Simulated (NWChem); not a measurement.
System: difluoromethane (CH2F2); SMILES FCF

```xyz
5

F      1.0958     0.0000    -0.2895
C      0.0000     0.0000     0.4887
F     -1.0958     0.0000    -0.2895
H      0.0000     0.9137     1.1093
H      0.0000    -0.9137     1.1093
```
Atoms are numbered in this order, from 1.

Computed with NWChem. Pople sets run with spherical d functions. The geometry was optimised at PBE0/def2-SVP. B3LYP is NWChem's, with the RPA form of VWN correlation. GIAO values for the isolated, static molecule; σ is the absolute isotropic shielding, δ = σ(reference) − σ with the isolated reference molecule computed at the same levels (13C: tetramethylsilane, 19F: trichlorofluoromethane, 1H: tetramethylsilane).

For level PBE0/pcSseg-1:

```
Property     Value
----------  ------
δ F1 (ppm)  -151.4
δ C2 (ppm)   111.3
```

**Question.** What are these values for level B3LYP/6-31G*?

**Answer.** 
- δ F1 (ppm): -144.7
- δ C2 (ppm): 104.6
